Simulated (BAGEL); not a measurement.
# C3HFO (SMILES O=c1cc1F): levels of theory compared

Aim: a comparison of 4 runs (B3LYP/6-31G*, B3LYP/cc-pVDZ, PBE0/cc-pVDZ, RI-MP2/cc-pVDZ) of C3HFO. 

Program for the calculation: BAGEL 1.2.2.

## Step 1: The structure to begin with

The species is C3HFO (6 atoms), meant as a singlet with charge 0. SMILES: `O=c1cc1F`. Geometry: relaxed at GFN2-xTB.

Bond lengths: O1–C2 1.185 Å, C2–C3 1.446 Å, C2–C4 1.431 Å, C3–C4 1.345 Å, C4–F5 1.315 Å, C3–H6 1.068 Å. Angles: O1–C2–C3 152.4°, O1–C2–C4 151.8°, C3–C2–C4 55.7°, C2–C3–C4 61.6°, C2–C4–C3 62.7°, C2–C4–F5 154.9°, C3–C4–F5 142.4°, C2–C3–H6 152.4°, C4–C3–H6 146.0°.

## Step 2: The energy at B3LYP/6-31G(d) (density fitting with qzvpp-jkfit, spherical functions) (run 1)

dft.json

```json
{ "bagel" : [

{
  "title" : "molecule",
  "basis" : "6-31gs.json",
  "df_basis" : "qzvpp-jkfit",
  "angstrom" : true,
  "geometry" : [
    { "atom" : "O", "xyz" : [      -0.186080,      -2.058000,      -0.090230 ] },
    { "atom" : "C", "xyz" : [      -0.070410,      -0.880460,      -0.022540 ] },
    { "atom" : "C", "xyz" : [       0.458040,       0.323180,       0.579520 ] },
    { "atom" : "C", "xyz" : [      -0.344340,       0.442990,      -0.492770 ] },
    { "atom" : "F", "xyz" : [      -0.893220,       1.333840,      -1.289410 ] },
    { "atom" : "H", "xyz" : [       1.036010,       0.838440,       1.315440 ] }
  ]
},

{
  "title" : "ks",
  "xc_func" : "b3lyp"
},

{
  "title" : "print",
  "file" : "orbitals.molden",
  "orbitals" : true
}

]}
```

The basis set 6-31G* is read from a file made from the Basis Set Exchange's data (not shown).

Run with:

```console
BAGEL_NUM_THREADS=1 BAGEL dft.json > dft.out
```

The log of the run:

```text
* using 1 threads per process

  ===============================================================
  ===============================================================

  *** Geometry ***

  { "atom" : "O", "xyz" : [     -0.351640,     -3.889056,     -0.170510 ] },
  { "atom" : "C", "xyz" : [     -0.133056,     -1.663828,     -0.042594 ] },
  { "atom" : "C", "xyz" : [      0.865570,      0.610722,      1.095134 ] },
  { "atom" : "C", "xyz" : [     -0.650708,      0.837130,     -0.931200 ] },
  { "atom" : "F", "xyz" : [     -1.687941,      2.520592,     -2.436632 ] },
  { "atom" : "H", "xyz" : [      1.957775,      1.584422,      2.485821 ] },

  Number of auxiliary basis functions:      397

  Since a DF basis is specified, we compute 2- and 3-index integrals:
    o Being stored without compression. Storage requirement is 0.016 GB

  Number of basis functions:       72
  Number of electrons      :       36

    * METHOD: MOLECULE                             0.12

  *** Kohn-Sham DFT ***

    * Removing 10401 points whose weight is below 1.00e-10
    * Grid points: 79035

  === Nuclear Repulsion ===
   144.4924257452

       - DIIS with orbital gradients will be used.

  === KS iteration (b3lyp / 6-31gs.json) ===
      0       -265.68988816          0.15121673           0.16
      1       -230.72898748          0.21010779           0.16
      2       -213.79280203          0.28661976           0.15
      3       -269.49202607          0.17239115           0.15
      4       -268.64584566          0.19241010           0.15
      5       -288.94580387          0.04936623           0.17
      6       -288.76872644          0.05907361           0.16
      7       -289.37906163          0.03611363           0.16
      8       -289.86018496          0.00373611           0.16
      9       -289.86032111          0.00368009           0.16
     10       -289.86483320          0.00092434           0.16
     11       -289.86515083          0.00014349           0.16
     12       -289.86515695          0.00006041           0.20
     13       -289.86515768          0.00003337           0.16
     14       -289.86515803          0.00001126           0.16
     15       -289.86515807          0.00000579           0.16
     16       -289.86515808          0.00000097           0.16
     17       -289.86515808          0.00000043           0.16
     18       -289.86515808          0.00000015           0.16
     19       -289.86515808          0.00000007           0.15
     20       -289.86515808          0.00000003           0.15
     21       -289.86515808          0.00000002           0.16
     22       -289.86515808          0.00000000           0.16
    * SCF iteration converged.

    * Permanent dipole moment:
           (   -0.334061,    -1.178320,    -0.358238) a.u.

    * METHOD: KS                                   3.90

    * METHOD: PRINT                                0.01

  ===============================================================
```

Wall time 4.5 s (1 thread of Arm Neoverse V2, shared host); peak memory 0.28 GiB.

## Step 3: The energy at B3LYP/cc-pVDZ (density fitting with qzvpp-jkfit) (run 2)

calc.json

```json
{ "bagel": [

{
  "title": "molecule",
  "basis": "cc-pvdz.json",
  "df_basis": "qzvpp-jkfit",
  "angstrom": "true",
  "geometry": [
    { "atom": "O", "xyz": [      -0.186080,      -2.058000,      -0.090230 ] },
    { "atom": "C", "xyz": [      -0.070410,      -0.880460,      -0.022540 ] },
    { "atom": "C", "xyz": [       0.458040,       0.323180,       0.579520 ] },
    { "atom": "C", "xyz": [      -0.344340,       0.442990,      -0.492770 ] },
    { "atom": "F", "xyz": [      -0.893220,       1.333840,      -1.289410 ] },
    { "atom": "H", "xyz": [       1.036010,       0.838440,       1.315440 ] }
  ]
},

{ "title": "ks", "xc_func": "b3lyp", "charge": 0 },

{ "title": "print", "file": "orbitals.molden", "orbitals": "true" }

]}
```

The basis set cc-pVDZ is read from a file made from the Basis Set Exchange's data (not shown).

Run with:

```console
BAGEL_NUM_THREADS=1 BAGEL calc.json > calc.out
```

The log of the run:

```text
* using 1 threads per process

  ===============================================================
  ===============================================================

  *** Geometry ***

  { "atom" : "O", "xyz" : [     -0.351640,     -3.889056,     -0.170510 ] },
  { "atom" : "C", "xyz" : [     -0.133056,     -1.663828,     -0.042594 ] },
  { "atom" : "C", "xyz" : [      0.865570,      0.610722,      1.095134 ] },
  { "atom" : "C", "xyz" : [     -0.650708,      0.837130,     -0.931200 ] },
  { "atom" : "F", "xyz" : [     -1.687941,      2.520592,     -2.436632 ] },
  { "atom" : "H", "xyz" : [      1.957775,      1.584422,      2.485821 ] },

  Number of auxiliary basis functions:      397

  Since a DF basis is specified, we compute 2- and 3-index integrals:
    o Being stored without compression. Storage requirement is 0.018 GB

  Number of basis functions:       75
  Number of electrons      :       36

    * METHOD: MOLECULE                             0.12

  *** Kohn-Sham DFT ***

    * Removing 10401 points whose weight is below 1.00e-10
    * Grid points: 79035

  === Nuclear Repulsion ===
   144.4924257452

       - DIIS with orbital gradients will be used.

  === KS iteration (b3lyp / cc-pvdz.json) ===
      0       -264.79232261          0.12530754           0.18
      1       -222.18636048          0.26753041           0.17
      2       -257.60438198          0.19790642           0.17
      3       -271.52063566          0.18818798           0.17
      4       -283.09808105          0.11174214           0.18
      5       -286.52855867          0.07703691           0.17
      6       -289.71222496          0.01979282           0.17
      7       -289.82114730          0.01089682           0.17
      8       -289.88996722          0.00140765           0.17
      9       -289.89006883          0.00123406           0.17
     10       -289.89070609          0.00034776           0.17
     11       -289.89076074          0.00005334           0.19
     12       -289.89076221          0.00001601           0.18
     13       -289.89076211          0.00001941           0.17
     14       -289.89076234          0.00000169           0.17
     15       -289.89076234          0.00000044           0.17
     16       -289.89076234          0.00000020           0.17
     17       -289.89076234          0.00000007           0.17
     18       -289.89076234          0.00000004           0.17
     19       -289.89076234          0.00000001           0.17
     20       -289.89076234          0.00000001           0.17
    * SCF iteration converged.

    * Permanent dipole moment:
           (   -0.328196,    -1.113721,    -0.355000) a.u.

    * METHOD: KS                                   3.87

    * METHOD: PRINT                                0.01

  ===============================================================
```

It took 4.5 s on 1 thread of Arm Neoverse V2, shared host; peak memory 0.29 GiB.

Run 3 isn't shown in full; the table further down has it.

## Step 4: The energy at RI-MP2/cc-pVDZ (density fitting with qzvpp-jkfit) (run 4)

job.json

```json
{ "bagel" : [

{
  "title" : "molecule",
  "basis" : "cc-pvdz.json",
  "df_basis" : "qzvpp-jkfit",
  "angstrom" : true,
  "geometry" : [
    { "atom" : "O", "xyz" : [      -0.186080,      -2.058000,      -0.090230 ] },
    { "atom" : "C", "xyz" : [      -0.070410,      -0.880460,      -0.022540 ] },
    { "atom" : "C", "xyz" : [       0.458040,       0.323180,       0.579520 ] },
    { "atom" : "C", "xyz" : [      -0.344340,       0.442990,      -0.492770 ] },
    { "atom" : "F", "xyz" : [      -0.893220,       1.333840,      -1.289410 ] },
    { "atom" : "H", "xyz" : [       1.036010,       0.838440,       1.315440 ] }
  ]
},

{
  "title" : "hf"
},

{
  "title" : "mp2",
  "ncore" : 5
}

]}
```

The basis set cc-pVDZ is read from a file made from the Basis Set Exchange's data (not shown).

Run with:

```console
BAGEL_NUM_THREADS=1 BAGEL job.json > job.out
```

The log of the run:

```text
* using 1 threads per process

  ===============================================================
  ===============================================================

  *** Geometry ***

  { "atom" : "O", "xyz" : [     -0.351640,     -3.889056,     -0.170510 ] },
  { "atom" : "C", "xyz" : [     -0.133056,     -1.663828,     -0.042594 ] },
  { "atom" : "C", "xyz" : [      0.865570,      0.610722,      1.095134 ] },
  { "atom" : "C", "xyz" : [     -0.650708,      0.837130,     -0.931200 ] },
  { "atom" : "F", "xyz" : [     -1.687941,      2.520592,     -2.436632 ] },
  { "atom" : "H", "xyz" : [      1.957775,      1.584422,      2.485821 ] },

  Number of auxiliary basis functions:      397

  Since a DF basis is specified, we compute 2- and 3-index integrals:
    o Being stored without compression. Storage requirement is 0.018 GB

  Number of basis functions:       75
  Number of electrons      :       36

    * METHOD: MOLECULE                             0.12

  *** RHF ***

  === Nuclear Repulsion ===
   144.4924257452

      * DIIS with orbital gradients will be used.

  === RHF iteration (cc-pvdz.json) ===
      0       -288.16665593          0.01797019           0.03
      1       -288.27627216          0.01516335           0.03
      2       -288.39172931          0.00204719           0.03
      3       -288.39480670          0.00067728           0.03
      4       -288.39522978          0.00024843           0.03
      5       -288.39530151          0.00011383           0.03
      6       -288.39532043          0.00004755           0.03
      7       -288.39532427          0.00001591           0.03
      8       -288.39532450          0.00000808           0.03
      9       -288.39532455          0.00000261           0.03
     10       -288.39532456          0.00000087           0.03
     11       -288.39532456          0.00000035           0.03
     12       -288.39532456          0.00000014           0.03
     13       -288.39532456          0.00000006           0.03
     14       -288.39532456          0.00000002           0.03
     15       -288.39532456          0.00000001           0.03
    * SCF iteration converged.

    * Permanent dipole moment:
           (   -0.427630,    -1.293105,    -0.474877) a.u.

    * METHOD: HF                                   0.52

  *** RHF ***

  === Nuclear Repulsion ===
   144.4924257452

      * DIIS with orbital gradients will be used.

  === RHF iteration (cc-pvdz.json) ===
      0       -288.39532456          0.00000001           0.03
    * SCF iteration converged.

    * Permanent dipole moment:
           (   -0.427630,    -1.293105,    -0.474877) a.u.

  === DF-MP2 calculation ===

    * freezing 5 orbitals
    * 3-index integral transformation done
    * assembly done

      MP2 correlation energy:   -0.7361863748      0.02

      MP2 total energy:       -289.1315109316

    * METHOD: MP2                                  0.08

  ===============================================================
```

Wall time 0.96 s (1 thread of Arm Neoverse V2, shared host); peak memory 0.086 GiB.

## Step 5: All runs side by side

```csv
run,level,frozen core orbitals,energy (Eh),dipole moment (D),HOMO energy (eV),LUMO energy (eV),wall time
1,"B3LYP/6-31G* (density fitting with qzvpp-jkfit, spherical functions)",–,-289.865158,3.24,-7.02,-0.74,4.5 s
2,B3LYP/cc-pVDZ (density fitting with qzvpp-jkfit),–,-289.890762,3.09,-7.07,-0.90,4.5 s
3,PBE0/cc-pVDZ (density fitting with qzvpp-jkfit),–,-289.590258,3.14,-7.38,-0.69,4.2 s
4,RI-MP2/cc-pVDZ (density fitting with qzvpp-jkfit),5,-289.131511,–,–,–,0.96 s
```

## Step 6: Summary of results

```
                                          quantity          value
                               run 4: total energy  -289.13151 Eh
run 4: correlation energy (5 core orbitals frozen)     -736.2 mEh
```

What this shows: Over runs 1, 2, 3 the dipole moment (its size) runs from 3.09 D (B3LYP/cc-pVDZ) to 3.24 D (B3LYP/6-31G*). Over runs 1, 2, 3 the HOMO–LUMO gap runs from 6.17 eV (B3LYP/cc-pVDZ) to 6.69 eV (PBE0/cc-pVDZ). Totals of different functionals can't be ranked against each other. All runs together took 14 s, the longest 4.5 s.
